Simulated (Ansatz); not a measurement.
**CH3S+: energies up the ladder**

The task, for CH3S+: energies up the ladder. Charge +1.

Program: Ansatz 0.2.0. Level of theory: the levels named in each step. These are calculated values, not measurements.

## Step 1: Starting point

Bond lengths: C1–S2 1.792 Å, C1–H3 1.087 Å, C1–H4 1.087 Å, C1–H5 1.087 Å. Angles: S2–C1–H3 108.9°, S2–C1–H4 108.9°, S2–C1–H5 108.9°, H3–C1–H4 110.0°, H3–C1–H5 110.0°, H4–C1–H5 110.0°.

Structure file:

```xyz
5

C    -1.1947   -0.0729   -0.0371
S     0.5933    0.0362    0.0184
H    -1.4827   -0.7191   -0.8626
H    -1.5516   -0.4875    0.9024
H    -1.6040    0.9235   -0.1838
```

## Step 2: A rough first relaxation, PBE-D4/def2-SVP

The input, input.yaml:

```yaml
crystal:
  periodic: [false, false, false]
  atoms:
    - { symbol: C, position_ang: [-1.19475, -0.07286, -0.03711] }
    - { symbol: S, position_ang: [0.59333, 0.03618, 0.0184] }
    - { symbol: H, position_ang: [-1.4827, -0.71906, -0.8626] }
    - { symbol: H, position_ang: [-1.55162, -0.48752, 0.9024] }
    - { symbol: H, position_ang: [-1.60401, 0.92352, -0.18378] }
total_charge: 1
basis:
  gaussian: { orbitals: def2-SVP }
hamiltonian:
  xc: pbe
  dispersion: d4
relax:
  f_tol: 0.03
  max_steps: 200
```

Launch:

```bash
$ ansatz run input.yaml --threads 2 --pin off --max-ram 5120MiB --backend cpu --events-out ev --progress --plain --runs-dir out
```

The runs that follow: Relaxation, PBE0-D4/def2-TZVPP; Frequencies, PBE0-D4/def2-TZVPP; Single point, PBE-D4/def2-TZVPP; Single point, r2SCAN-D4/def2-TZVPP; Single point, B3LYP-D4/def2-TZVPP; Single point, wB97M-V/def2-TZVPP; Single point, B2PLYP/def2-TZVPP; Single point, LDA/def2-TZVPP; Single point, PBE0-D4/def2-SVP; Single point, PBE-D4/def2-SVP; Single point, CCSD(T)/def2-TZVPP; Single point, CCSD(T)/def2-QZVPP.

**Question.** What will these runs give? Wanted: C1–S2 at PBE0-D4/def2-TZVPP; frequencies at PBE0-D4/def2-TZVPP; energy at CCSD(T)/CBS.

**Answer**, as computed:

| quantity | value |
| --- | --- |
| C1–S2 at PBE0-D4/def2-TZVPP | 1.610 Å |
| frequencies at PBE0-D4/def2-TZVPP | 836 to 3257 cm⁻¹ |
| energy at CCSD(T)/CBS | -11899.157 eV |

In words: No mode is imaginary, so the geometry is a minimum. These totals serve in differences with atoms or fragments at the same level; alone they don't rank the methods. A T1 diagnostic of 0.021 (charge +1) lies over the usual mark for one of the runs, a hint of some multireference character there.
